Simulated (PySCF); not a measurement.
# C3H2S (Thiopropynal): the cost of one run

Computed with PySCF 2.14.0 and routines of our own; the level stands in each step. Atoms count from 0.

## (1) The system as given

6 atoms, charge 0, multiplicity 1; geometry from: GFN2-xTB.

## (2) Optimising the geometry at PBE/6-31+G*

Job settings and geometry (Å):

```
{"job": {"xc": "PBE", "basis": "6-31+G*", "grid": 1, "kind": "geom"}, "charge": 0, "multiplicity": 1}
C      1.542056    -0.199507    -0.060413
C      0.359889     0.031537    -0.006518
C     -1.016107     0.241430     0.049004
S     -2.110732    -0.956426    -0.088169
H      2.575011    -0.382396    -0.105471
H     -1.346995     1.267351     0.189992
```

On the command line:

```
> OMP_NUM_THREADS=1 python excited_run.py task.json out
```

This one command runs all jobs of the session in turn.

**Question.** How long does this first job take on 1 thread of Arm Neoverse V1, shared host, and how much memory does it need?

About 19 s, with a peak of 0.39 GiB.
